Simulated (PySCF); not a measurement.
Gas-phase reaction: 3 Al₂F₆ + 2 N = 6 AlF₂ + 2 NF₃

Method: PySCF energies plus ideal-gas RRHO corrections (1 bar). Table values come from the NASA 1993 polynomials. After a fit of one offset per element over all species, the range-separated, M06-2X, PBE0/def2-QZVP and CCSD(T)/def2-TZVPP enthalpies, where run, lie to one side of the table for Al₂F₆ (+36 kJ/mol), AlF₂ (+60 kJ/mol), NF₃ (-20 kJ/mol): a fault of the table's entry, another state or a shared error of the levels is possible; this was not checked at source. S°(298 K) at PBE0/def2-TZVP differs from the NASA 1993 table for Al₂F₆ (+7 J/mol/K); whether the harmonic model or the table's entry is off was not settled. † marks an energy on the PBE0/def2-TZVP geometry and frequencies; other levels use their own. 6-31G* has spherical d functions here. Open shells (unrestricted): N (multiplicity 4), AlF₂ (multiplicity 2); the rest are closed-shell singlets. B3LYP is the form with VWN-RPA correlation. For this reaction the table lies outside the span of B3LYP, M06-2X, MP2, PBE0, r2SCAN, ωB97M-V, ωB97X-V in their largest bases here; which side is off was not settled. The harmonic model lacks anharmonicity and excited electronic states, which grow with temperature; levels with a mode under 35 cm⁻¹ are left out. Soft modes under 120 cm⁻¹ make the harmonic entropy rough for Al₂F₆. The table's entry may be an old estimate for Al₂F₆, AlF₂ (not checked at source).

```tsv
level	ΔH°(298 K), kJ	minus table	ΔG°(1800 K), kJ
table	2524.8	-	1493.1
B3LYP/def2-TZVP†	2605.5	80.7	1617.1
BLYP/def2-TZVP†	2395.6	-129.2	1407.3
HF/6-31G*	3320.1	795.3	2319.1
M06-2X/def2-TZVP†	2788.7	263.9	1800.4
PBE/def2-SVP	2460.7	-64.1	1464.9
PBE/def2-TZVP†	2327.3	-197.5	1338.9
PBE0/def2-QZVP†	2592.6	67.8	1604.2
PBE0/def2-SVP†	2708.7	183.9	1720.4
LDA/def2-TZVP†	2377.8	-147.0	1389.4
ωB97X-V/def2-TZVP†	2708.2	183.4	1719.8
```
